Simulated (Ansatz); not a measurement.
**Worked example: correlation energy of H2As–As, triplet**

Geometry: a PBE0/def2-TZVP stationary point for this spin, not checked as a minimum.

```xyz
4

As   -0.0467    0.0000    1.1915
As    0.0198    0.0000   -1.2272
H     1.0011   -1.0996    1.3286
H     1.0011    1.0996    1.3286
```

Basis cc-pVDZ; Ansatz 0.2.0. Correlated methods freeze the noble-gas cores and the filled d shells of p-block atoms, which leaves 12 electrons in 36 orbitals. R marks a restricted (for open shells ROHF) determinant, U an unrestricted one. No spin–orbit coupling is included, and no scalar relativity.

Full CI isn't at hand for all of this; UCCSDT(Q) serves as the reference, and is uncertain by about the last step of the cluster series.

Runs differ by some tens of microhartree through their thresholds and, for an open shell, their frozen cores, so steps under 0.03 kcal/mol mean nothing.

```json
{"level": "UHF", "total energy (hartree)": "-4469.500092"}
{"level": "UMP2", "total energy (hartree)": "-4469.679405"}
{"level": "UCCSD", "total energy (hartree)": "-4469.715799"}
{"level": "UCCSD(T)", "total energy (hartree)": "-4469.721933"}
{"level": "UCCSDT", "total energy (hartree)": "-4469.722964"}
{"level": "UCCSDT(Q)", "total energy (hartree)": "-4469.723344"}
```

Q: What is the correlation energy at UCCSDT(Q), and what share of it do UMP2 and UCCSD recover?

A: E(corr) = -4469.723344 − (-4469.500092) = -0.223252 hartree = -6.075 eV. UMP2: -0.179313 / -0.223252 = 80.32 %. UCCSD: -0.215707 / -0.223252 = 96.62 %.

Q: By how many kcal/mol does UCCSD(T) miss UCCSDT(Q) (1 hartree = 627.509 kcal/mol), and which steps make up the rest?

A: -4469.721933 − (-4469.723344) = 0.001411 hartree = 0.89 kcal/mol. Steps: UCCSDT − UCCSD(T) = -0.65, UCCSDT(Q) − UCCSDT = -0.24 kcal/mol. Differences between like states or geometries often cancel part of this.
